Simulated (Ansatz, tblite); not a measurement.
**SiHF3: charged states by level of theory**

One table from this session's results is given with a row withheld; the runs are named, their logs left out.

The runs use Ansatz 0.2.0, Gaussian basis; as each input shows.

Plan: charge +1 doublet, at the geometry of the singlet (PBE0-D4/def2-TZVP, PBE-D4/def2-TZVP, r2SCAN-D4/def2-TZVP, CCSD(T)/def2-TZVPP); the starting singlet's energies come from earlier runs.

## The relaxed structure

The singlet was relaxed beforehand with PBE0-D4/def2-TZVP.

5 atoms, charge 0, spin multiplicity 1.

Atoms are counted from 1 here; the program's logs count them from 0.

Bond lengths: Si1–H2 1.462 Å, Si1–F3 1.573 Å, Si1–F4 1.573 Å, Si1–F5 1.573 Å. Angles: H2–Si1–F3 110.7°, H2–Si1–F4 110.7°, H2–Si1–F5 110.7°, F3–Si1–F4 108.3°, F3–Si1–F5 108.3°, F4–Si1–F5 108.2°.

The first run:

The input, in.yaml:

```yaml
crystal:
  periodic: [false, false, false]
  atoms:
    - {symbol: Si, position_ang: [0.000347, -0.000488, 0.040755]}
    - {symbol: H, position_ang: [0.011141, -0.017904, 1.502286]}
    - {symbol: F, position_ang: [1.467842, 0.010535, -0.524927]}
    - {symbol: F, position_ang: [-0.743329, 1.278124, -0.493886]}
    - {symbol: F, position_ang: [-0.736000, -1.270256, -0.524228]}
basis:
  gaussian: {orbitals: def2-SVP}
total_charge: 1
magnetization: {spin_polarized: true, initial_magnetization: 1}
hamiltonian: {xc: pbe0, dispersion: d4}
output: {orbitals: {seedname: orbitals}}
```

On the command line:

```sh
$ ansatz run in.yaml --threads 4 --pin off --events-out ev --progress --plain --max-ram 3916MiB
```

Steps of the session up to this table: Charge +1 doublet at the fixed geometry, first pass, PBE0-D4/def2-SVP; Charge +1 doublet at the fixed geometry, PBE0-D4/def2-TZVP; Charge +1 doublet at the fixed geometry, PBE-D4/def2-TZVP; Charge +1 doublet at the fixed geometry, r2SCAN-D4/def2-TZVP; Charge +1 doublet at the fixed geometry, CCSD(T)/def2-TZVPP.

One of the session's tables, all rows but one given; the rest of the session is left out.

It belongs to the step «Vertical ionisation energy». 

| method | vertical ionisation energy (eV) |
| --- | --- |
| HF/def2-TZVPP | 14.13 |
| PBE-D4/def2-TZVP | 13.47 |
| r2SCAN-D4/def2-TZVP | 13.74 |
| PBE0-D4/def2-TZVP | 14.07 |
| MP2/def2-TZVPP | ? |
| CCSD/def2-TZVPP | 14.60 |
| CCSD(T)/def2-TZVPP | 14.48 |

Q: Estimate the row for MP2/def2-TZVPP from the others.

**Answer.** vertical ionisation energy (eV): 14.43. In the column «vertical ionisation energy (eV)» it lies between HF/def2-TZVPP (14.13) and CCSD(T)/def2-TZVPP (14.48).
